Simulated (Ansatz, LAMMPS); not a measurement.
# How well does each level of theory give the bulk modulus B0 of fcc Au?

Reference value: 182 GPa (measured, 0 K value with the zero-point phonon effect removed, our sources range from 175 to 182; as tabulated in Mejia-Rodriguez and Trickey (2018), arXiv:1807.09216).

```tsv
level (code)	value (GPa)	cell (Å³/atom)	error (%)
MEAM library.meam-Au (LAMMPS)	167	16.85	-8.2
LDA (Ansatz)	194	16.58	+6.6
PBE (Ansatz)	139	17.97	-24
PBEsol (Ansatz)	174	17.01	-4.4
revPBE (Ansatz)	126	18.35	-31
PBE-D3(BJ) (Ansatz)	162	17.26	-11.0
rVV10 (Ansatz)	134	18.50	-26
r²SCAN (Ansatz)	154	17.54	-15.4
r²SCAN+SOC (Ansatz)	161	17.37	-11.5
PBE0 (Ansatz)	148	17.60	-18.7
PBE0-D3(BJ) (Ansatz)	176	16.85	-3.3
Hartree–Fock (Ansatz)	73.2	20.33	-60
```

Once the reference is moved by up to 4.0 % (a margin picked here for doubts on the reference and the settings) and values within 1.7 % count as equal, the nearest can be PBE0-D3(BJ) (-3.3 %), PBEsol (-4.4 %) or LDA (+6.6 %). Farthest off among them: Hartree–Fock (-60 %).

Density-functional levels without +SOC have no spin–orbit coupling. Hartree–Fock: the cell is over a tenth larger than the published one: the level's own overestimate first of all, though another phase or state, or a fault of the published cell, is possible. Each level is taken at its own relaxed cell. Cutoffs and k meshes differ between the levels. Ansatz's density-functional and Hartree–Fock values are scalar-relativistic unless marked +SOC, with PAW data made under PBE.

Empirical potentials (MEAM library.meam-Au) are fitted to chosen data: where that held the value shown, agreement is built in, and what lay outside the fit can be far off.

Differences are worked out from the printed values.

Ansatz is an electronic-structure program.
